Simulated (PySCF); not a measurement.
**PS₂⁻, singlet: data card**

Level of theory: PBE0/[P def2-TZVPD, S def2-TZVPD], no relativity, density fitting, PySCF.

The structure is a higher-order saddle point with 2 imaginary modes (one degenerate set).

Z-matrix (Å, degrees; charge -1 multiplicity 1):
```
P
S  1 2.0743
S  1 2.0743 2 180.00
```

| Property | Result |
| --- | --- |
| Point group | D∞h |
| Bond lengths | P–S 2.074 Å (×2) |
| Bond angles | S–P–S 180.0° |
| Principal polarisabilities | 72.4, 72.4, 239.1 bohr³ |
| Highest occupied level | -0.12 eV |
| Zero-point energy (real modes) | 5.1 kJ/mol |
| Dipole moment about the centre of mass | 0.00 D |
| Lowest empty level | 1.71 eV |
| Principal quadrupole moments (Buckingham, traceless) about the centre of mass | -27.74, 13.87, 13.87 D Å |
| Rotational constants | 0.06127 cm⁻¹ |

Harmonic modes (masses in u: P 30.974, S 31.972):
```tsv
symmetry	ω (cm⁻¹)	IR (km/mol, summed over degenerate members)
πu	558i	–
σg+	380	0.0
σu+	474	803
```

In D∞h the vibrations span πu + σg+ + σu+. The σg+ mode carries no infrared intensity, as symmetry demands. With a centre of inversion only u modes can be infrared active and only g modes Raman active.

Charges (e); Mulliken and Löwdin values are unreliable with diffuse functions:
| atom | Mulliken | Löwdin | polar tensor | Mayer order to P1 |
| --- | --- | --- | --- | --- |
| P1 | 0.46 | -0.40 | 1.36 | – |
| S2,3 | -0.73 | -0.30 | -1.18 | 1.89 |
Other Mayer orders above 0.3: S–S 0.38.

Mulliken populations on P1: s 5.63, p 8.36, d 0.54, f 0.02.

Outer orbital energies (eV). occupied: -14.26, -9.54, -5.53, -4.01, -4.01, -2.51, -2.51, -0.12; empty: 1.71, 1.71, 3.58, 3.96.

Only a few start shapes were tried, so a lower isomer may exist. The lowest empty level of this anion is unbound, so it and the gap depend on the basis. At this level a singlet minimum of C2v symmetry lies 267 kJ/mol below this structure.

The final relaxation and frequency run took about 50 core-seconds on a shared host.
